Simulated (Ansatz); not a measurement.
# B3LYP/6-31G(d) (Cartesian functions) run of C2H4F2 (SMILES CC(F)F)

Aim: the energy change on altering one bond length of C2H4F2 at B3LYP/6-31G* (Cartesian functions), from 2 runs. 

The results are computed with Ansatz 0.2.0.

55 further runs of the same task are left out: 55 set aside as unsound or not needed.

## Step 1: The structure to begin with

The species is C2H4F2 (8 atoms), meant as a singlet with charge 0. SMILES: `CC(F)F`. The coordinates come from a PBE0-D4/def2-TZVP relaxation.

Bond lengths: C1–C2 1.497 Å, C2–F3 1.361 Å, C2–F4 1.361 Å, C1–H5 1.091 Å, C1–H6 1.091 Å, C1–H7 1.090 Å, C2–H8 1.095 Å. Some angles: C1–C2–F3 110.3°, C1–C2–F4 110.3°, F3–C2–F4 107.0°, C1–C2–H8 114.0°, F3–C2–H8 107.5°, F4–C2–H8 107.5°, C2–C1–H5 109.4°, C2–C1–H6 109.9°, C2–C1–H7 109.9°, H5–C1–H6 109.3°.

## Step 2: A single-point energy at B3LYP/6-31G(d) (Cartesian functions)

run.yaml reads:

```yaml
crystal:
  periodic: [false, false, false]
  atoms:
    - {symbol: C, position_ang: [0.003300, 0.777600, 0.023300]}
    - {symbol: C, position_ang: [-0.052000, -0.718200, -0.008200]}
    - {symbol: F, position_ang: [0.925500, -1.243400, 0.779100]}
    - {symbol: F, position_ang: [0.168200, -1.172100, -1.271900]}
    - {symbol: H, position_ang: [0.981400, 1.111900, -0.325400]}
    - {symbol: H, position_ang: [-0.157200, 1.132800, 1.041800]}
    - {symbol: H, position_ang: [-0.771000, 1.190600, -0.624000]}
    - {symbol: H, position_ang: [-1.006100, -1.136400, 0.329500]}
basis:
  gaussian:
    orbitals: "6-31G*"
hamiltonian:
  xc: {name: B3LYP}
accuracy: high
output: {orbitals: {seedname: orbitals}}
```

On the command line:

```sh
$ ansatz run run.yaml --threads 1 --pin off --max-ram 3480MiB --events-out events.jsonl --progress --plain --runs-dir runs
```

Log:

```text
Warning: RAYON_NUM_THREADS=1 ignored (pool sized by the plan → 1); use --threads N
Functional definition: B3LYP
  name "B3LYP"
  parameter a0 = 0.2
  parameter ax = 0.72
  parameter ac = 0.81
  exchange = (1 - a0 - ax)*slater_x + ax*b88_x + a0*exact_x
  correlation = (1 - ac)*vwn_rpa_c + ac*lyp_c
1563 factors; integrals over basis functions are off by at most 2.9e-9 eV
mean field evaluation 1: about -7569.4005 eV, gradient 4.3e1 eV
mean field evaluation 2: about -7568.7641 eV, gradient 4.6e1 eV
mean field evaluation 4: about -7572.8547 eV, gradient 1.8e0 eV
mean field evaluation 8: about -7572.9641 eV, gradient 1.3e-1 eV
mean field evaluation 16: about -7572.9641 eV, gradient 1.3e-5 eV
mean field -7572.96410130 eV, -278.3012975832 hartree, gradient 1.0e-8 eV, S^2 0.000000; 0 other end points of the search recorded, 0 dependent functions left out
reference -7572.96412768 eV, -278.3012985526 hartree; 17, 17 occupied and 51, 51 virtual orbitals, 1563 factors
Total energy: -7572.96412768 eV, -278.3012985526 hartree
```

It took 5.1 s on 1 thread of Arm Neoverse V1, shared host; peak memory 0.19 GiB.

## Step 3: The distorted shape, same level

molecule.yaml reads:

```yaml
crystal:
  periodic: [false, false, false]
  atoms:
    - {symbol: C, position_ang: [0.480309, 0.986682, -0.145536]}
    - {symbol: C, position_ang: [0.425009, -0.509118, -0.177036]}
    - {symbol: F, position_ang: [1.402509, -1.034318, 0.610264]}
    - {symbol: F, position_ang: [0.645209, -0.963018, -1.440736]}
    - {symbol: H, position_ang: [1.458409, 1.320982, -0.494236]}
    - {symbol: H, position_ang: [0.319809, 1.341882, 0.872964]}
    - {symbol: H, position_ang: [-0.293991, 1.399682, -0.792836]}
    - {symbol: H, position_ang: [-1.006100, -1.136400, 0.329500]}
basis:
  gaussian:
    orbitals: "6-31G*"
accuracy: high
output:
  orbitals: {seedname: orbitals}
hamiltonian:
  xc: {name: B3LYP}
```

On the command line:

```sh
$ ansatz run molecule.yaml --threads 1 --pin off --max-ram 3480MiB --events-out events.jsonl --progress --plain --runs-dir runs
```

Log, shortened:

```text
Warning: RAYON_NUM_THREADS=1 ignored (pool sized by the plan → 1); use --threads N
[... 7 set-up lines as earlier in the session ...]
1563 factors; integrals over basis functions are off by at most 3.4e-9 eV
mean field evaluation 1: about -7567.3416 eV, gradient 4.4e1 eV
mean field evaluation 2: about -7565.8008 eV, gradient 5.2e1 eV
mean field evaluation 4: about -7570.9624 eV, gradient 1.8e0 eV
mean field evaluation 8: about -7571.0576 eV, gradient 2.0e-1 eV
mean field evaluation 16: about -7571.0578 eV, gradient 2.3e-5 eV
mean field -7571.05775163 eV, -278.2312405251 hartree, gradient 1.9e-8 eV, S^2 0.000000; 0 other end points of the search recorded, 0 dependent functions left out
reference -7571.05777995 eV, -278.2312415660 hartree; 17, 17 occupied and 51, 51 virtual orbitals, 1563 factors
Total energy: -7571.05777995 eV, -278.2312415660 hartree
```

Run time: 5.1 s. Hardware: 1 thread of Arm Neoverse V1, shared host; peak memory 0.19 GiB.

## Step 4: Summary of results

Level: B3LYP/6-31G* (Cartesian functions).

| quantity | value |
| --- | --- |
| first shape: total energy | -278.30130 Eh |
| first shape: HOMO energy | -8.95 eV |
| first shape: LUMO energy | 2.89 eV |
| first shape: HOMO–LUMO gap | 11.85 eV |
| distorted shape: total energy | -278.23124 Eh |
| distorted shape: HOMO energy | -8.14 eV |
| distorted shape: LUMO energy | -0.32 eV |
| distorted shape: HOMO–LUMO gap | 7.82 eV |
| energy change with the C2–H8 bond stretched from 1.095 to 1.643 Å | 1.906 eV |

What this shows: With the C2–H8 bond stretched from 1.095 to 1.643 Å the energy rises by 1.91 eV (184 kJ/mol). The first shape isn't relaxed at this level, so the change isn't measured from a minimum.
